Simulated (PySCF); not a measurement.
These are PBE-D3(BJ)/def2-TZVP // B3LYP-D3(BJ)/def2-TZVP (PySCF) values and carry that method's errors. Gas-phase values, no solvent. One relaxed conformer stands for a flexible species; it need not be the lowest. Excitations are Tamm–Dancoff values on a coarser integration grid. The basis has no diffuse functions, so Rydberg states are missing or too high.

Reference species (SMILES): `C(CC)C` (C–C–C–C torsion 180°) (neutral, multiplicity 1).

| Property | Result |
|---|---|
| S1–T1 gap (TDA) | 0.23 eV |
| S1 excitation (TDA) | 8.13 eV |
| HOMO | -7.59 eV |

Changed species: `CC` (X = H; the reference has X = ethyl).

**Question.** Give the shifts of the S1–T1 gap (TDA), S1 excitation (TDA) and HOMO.

**Answer.** the S1–T1 gap (TDA) increases by 0.09 eV, to 0.32 eV; the S1 excitation (TDA) increases by 0.74 eV, to 8.87 eV; the HOMO falls by 0.55 eV, to -8.14 eV.
